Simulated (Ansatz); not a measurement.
# A rate constant, worked out

An elementary step of CH$_{7}$BO, closed shell (CH₄O ([CH3][OH]) + BH₃ → CH₅BO ([BH2][O][CH3]) + H₂; B–H, H–O broken or loosened, B–O, H–H formed or tightened). The start structure is the complex of the reactants, bound by 0.86 eV, and the electronic barrier above it is 1.141 eV by CCSD(T) at an estimated basis limit (MP2 extrapolated from triple and quadruple zeta, plus CCSD(T) − MP2 in triple zeta). Computed with Ansatz 0.2.0 (basis: def2-TZVPP and def2-QZVPP); correlated methods freeze the cores. Extrapolation: Hartree–Fock as exp(−7.88 √X), correlation as X^−2.97. Harmonic wavenumbers at PBE0-D4/def2-TZVP (Ansatz 0.2.0), in cm⁻¹:

Start: 144, 202, 290, 552, 634, 908, 951, 1046, 1136, 1168, 1180, 1189, 1199, 1369, 1465, 1480, 1500, 2451, 2523, 2556, 3068, 3156, 3191, 3840.

Saddle: 1334i, 183, 214, 336, 791, 903, 1045, 1064, 1095, 1155, 1182, 1203, 1248, 1364, 1479, 1489, 1493, 2047, 2211, 2572, 2664, 3025, 3098, 3137.

Problem. Work out the transition-state-theory rate constant at 400 K from these numbers alone (harmonic vibrations; rotation, path degeneracy and anharmonicity left out), and the Wigner tunnelling factor. Use 1 cm⁻¹ = 1.2398 × 10⁻⁴ eV and k_B = 8.617 × 10⁻⁵ eV/K.

Solution. Zero-point energies, half the sums: start 37198/2 cm⁻¹ = 2.3060 eV; saddle, real modes only, 34998/2 cm⁻¹ = 2.1696 eV.
Barrier with zero-point energy: 1.141 + 2.1696 − 2.3060 = 1.0046 eV.
k_BT = 0.03447 eV, so the barrier is 29.14 k_BT.
Vibrational partition functions from the zero-point level, ln q = −Σ ln(1 − exp(−hν/k_BT)): start 2.448, saddle 1.948.
k = (k_BT/h) exp(ln q‡ − ln q) exp(−E0/k_BT), with log₁₀(k_BT/h in s⁻¹) = 12.92: log₁₀ k = 12.92 + (-0.500 − 29.14)/2.3026 = 0.05, so k ≈ 1 × 10^(0) s⁻¹.
Wigner factor: 1 + (hν‡/k_BT)²/24 = 1 + (4.80)²/24 = 1.96, too large for this simple formula to be trusted. A change of 1 kcal/mol (0.043 eV) in the barrier would change k by a factor of 3.5 at this temperature.

No T1 diagnostic of these runs exceeds 0.015.

The step is the kind of ligand exchange by which a precursor binds to a hydroxyl group, or is hydrolysed, in atomic layer deposition of oxides.

Labels in which every atom is bracketed show which atoms are joined, not bond orders.

For scale, one of the runs: CCSD(T)/def2-TZVPP, 191 basis functions, launched by `ansatz run in.yaml --threads 2 --pin off --events-out ev --progress --plain --max-ram 4352MiB`. Time: 39 s of wall clock on 2 CPU threads of an Arm Neoverse V2; the host was shared. Peak host memory: 2.2 GiB.
